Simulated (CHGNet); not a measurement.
Antifluorite Mg2Ge

Method: the machine-learned potential CHGNet 0.3.0 (trained on PBE and PBE+U data).

Cell (relaxed at this level):

```
CELL_PARAMETERS angstrom
      0.00000     3.21166     3.21166
      3.21166     0.00000     3.21166
      3.21166     3.21166     0.00000
ATOMIC_POSITIONS crystal
  Mg 0.25000 0.25000 0.25000
  Mg 0.75000 0.75000 0.75000
  Ge 0.00000 0.00000 0.00000
```

- lattice parameter a = 6.423 Å
- equilibrium volume per atom = 22.09 Å³/atom

Measured, for comparison: lattice constant a 6.385 Å, equilibrium volume per atom 21.69 Å³/atom (temperature not stated, no zero-point or thermal correction; as tabulated in Grosch, Range, J. Alloys Compd. 235, 250 (1996)). Computed (rounded) less measured: lattice constant a +0.6 %, equilibrium volume per atom +1.8 %.

A machine-learned potential is trained on density-functional data: it inherits that level's misses and adds fitting errors of its own.
